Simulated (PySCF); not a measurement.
**Working out the ionisation energy of Cl**

Cl [Ne] 3s2 3p5 (2P) → Cl⁺ [Ne] 3s2 3p4 (3P). All numbers are calculated (PySCF 2.14, no relativity, point nucleus, in def2-TZVP (5s5p2d1f, 37 functions)). Frozen: [Ne]. Energies in hartree (1 hartree = 27.21139 eV):

```tsv
part	Cl (lower)	Cl⁺ (upper)
UHF	-459.476810	-459.044148
CCSD correlation	-0.179505	-0.146511
(T)	-0.005685	-0.004332
```

What does Hartree-Fock give?

(-459.044148) − (-459.476810) = 0.432662 hartree = 11.773 eV.

What do CCSD and CCSD(T) give?

The CCSD correlation energies differ by 0.032994 hartree = 0.898 eV and the triples by 0.001353 hartree = 0.037 eV, so CCSD gives 12.671 eV and CCSD(T) 12.708 eV.

Measured between the centres of the two terms (NIST): 12.974 eV, so CCSD(T) (valence) is off by -0.266 eV.

What remains against the reference includes basis incompleteness, the frozen core and higher excitations.
